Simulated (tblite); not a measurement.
Start geometry of `C#C[C]1CC1` [radical] from a force field or distance geometry (Å):
```
atom  x, y, z in Å
C1     2.316    0.815   -0.198
C2     1.317    0.157   -0.044
C3     0.173   -0.640    0.164
C4    -0.928   -0.608   -0.801
C5    -1.089   -0.043    0.591
H6     3.178    1.407   -0.343
H7    -1.370   -1.574   -1.016
H8    -0.835    0.067   -1.628
H9    -1.107    1.031    0.701
H10   -1.646   -0.606    1.327
```

**Question.** What comes out of this run: GFN2-xTB geometry optimisation, gas phase (tblite 0.8.0)?

**Answer.** 
```
atom  x, y, z in Å
C1     2.5777    0.7143   -0.1241
C2     1.4009    0.3859   -0.1243
C3     0.1170    0.0279   -0.1231
C4    -1.0107   -0.5888   -0.8209
C5    -1.1699   -0.0129    0.5705
H6     3.5878    0.9918   -0.1228
H7    -1.0220   -1.6658   -0.9417
H8    -1.4558   -0.0631   -1.6580
H9    -1.7251    0.9099    0.6932
H10   -1.2909   -0.6946    1.4044
```

The energy falls by 0.414 eV over 41 L-BFGS steps, the largest force on an atom goes from 2.81 to 0.009 eV/Å, and the atoms move by 0.465 Å rms after alignment. The bond that changes most is C2–C3 (ends: carbon bonded to 2 C; carbon bonded to 3 C), which shortens by 0.077 Å. Bonds longer at the end by more than 0.005 Å: 2 of 10; shorter: 2. Among the angles that change most is C2–C3–C4, from 120.0° to 148.8°. Among the dihedrals that turn most is C2–C3–C5–C4, from 110° to 179°. Rotational constants go from 17840, 3545, 3268 to 21380, 3155, 2852 MHz. The orientation of the end geometry is arbitrary; only internal coordinates are fixed.

Its GFN2-xTB frequencies are all real (lowest 96 cm⁻¹).

All values are computed, not measured.
